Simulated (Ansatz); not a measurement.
# Property card for KNi2S2

Theory: DFT PBEsol, scalar-relativistic, plane waves, PAW in Ansatz.

Plane waves to 420 eV, a k mesh through Γ of 14×14×14 on the computed 5-atom cell and Gaussian smearing (0.10 eV); no spin polarisation.

The structure is relaxed at this level of theory with its symmetry kept. Whether it is the stable form of this composition wasn't checked.

```xyz
5
Lattice="-1.8696 1.8696 6.1390 1.8696 -1.8696 6.1390 1.8696 1.8696 -6.1390" Properties=species:S:1:pos:R:3 pbc="T T T"
K     0.0000    0.0000    0.0000
Ni    0.0000    1.8696    3.0695
Ni    1.8696    0.0000    3.0695
S     0.0000    0.0000    4.2747
S     0.0000    0.0000    8.0033
```

Question: Formation energy from the elements' standard states (uncorrected)?

Answer: -0.663 eV/atom.

Question: Density of states at the Fermi level?

Answer: 5.45 states/eV per cell.

Question: Löwdin character within 0.5 eV of the Fermi level?

Answer: Ni 3d 62 %, S 3p 31 %.

Question: Bulk modulus?

Answer: 50 GPa.

Question: Its pressure derivative?

Answer: 5.7.

Question: Bader charges (e)?

Answer: K (1 in the cell) 0.77, Ni (2 in the cell) 0.39, S (2 in the cell) -0.77.

Spin polarisation was left out, and a magnetic state may lie lower.

A ferromagnetic start lost its moments in a first run, so spin was left out; other magnetic orders weren't tried.